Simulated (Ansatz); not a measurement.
**Scan of [AlH2···H···BH2], doublet**

Starting geometry:

```xyz
7

Al   -0.9562    0.0000    0.0000
H    -1.7491    1.3734    0.0000
H    -1.7491   -1.3734    0.0000
H     0.6296    0.0000    0.0000
B     2.1568    0.0000    0.0000
H     2.6659    0.0000    1.0770
H     2.6659    0.0000   -1.0770
```

From there H4 is moved from one fragment to the other while all else, the fragments' distance too, stays fixed; atoms are numbered as listed. Energies are in kcal/mol, counted from the starting geometry at the same level.

Basis cc-pVDZ; Ansatz 0.2.0. Only valence electrons are correlated (noble-gas cores frozen). R marks a restricted (for open shells ROHF) determinant, U an unrestricted one.

The reference follows the lowest state, whose symmetry changes from B2 to A1 between 1.841 and 1.892.

Full CI isn't at hand for all of this; UCCSDT(Q) serves as the reference, and is uncertain by about the last step of the cluster series. The frozen core follows each run's orbitals, which can shift R against U totals by a few meV.

```csv
distance Al1-H4 (Å),UCCSDT(Q),error RHF,error UHF,error RCCSD,error UCCSD,error BCCD(T),error UCCSDT
1.475,6.5,-1.2,-1.3,-0.1,-0.1,0.0,0.0
1.586,0.0,0.0,0.0,0.0,0.0,0.0,0.0
1.637,-1.5,0.6,0.6,0.1,0.1,0.0,0.0
1.688,-2.2,1.2,1.3,0.1,0.1,0.0,0.0
1.739,-2.0,1.7,1.9,0.2,0.2,0.0,0.0
1.790,-1.0,2.2,2.5,0.2,0.2,0.0,0.0
1.841,1.0,2.2,3.0,0.3,0.3,0.0,0.0
1.892,3.0,-1.7,-0.9,-0.2,-0.2,0.0,0.0
1.943,2.8,-2.5,-1.6,-0.2,-0.2,0.0,0.0
```

Errors are those of relative energies. In total energy the starting point itself misses UCCSDT(Q) by: RHF 132.8, UHF 130.5, RCCSD 3.1, UCCSD 3.1, BCCD(T) 0.7, UCCSDT 0.1 kcal/mol.

Spread of the error over the points with a reference, to 1.943 Å (largest less smallest): UCCSDT 0.0, BCCD(T) 0.1, UCCSD 0.5, RCCSD 0.5, UHF 4.6, RHF 4.8 kcal/mol.
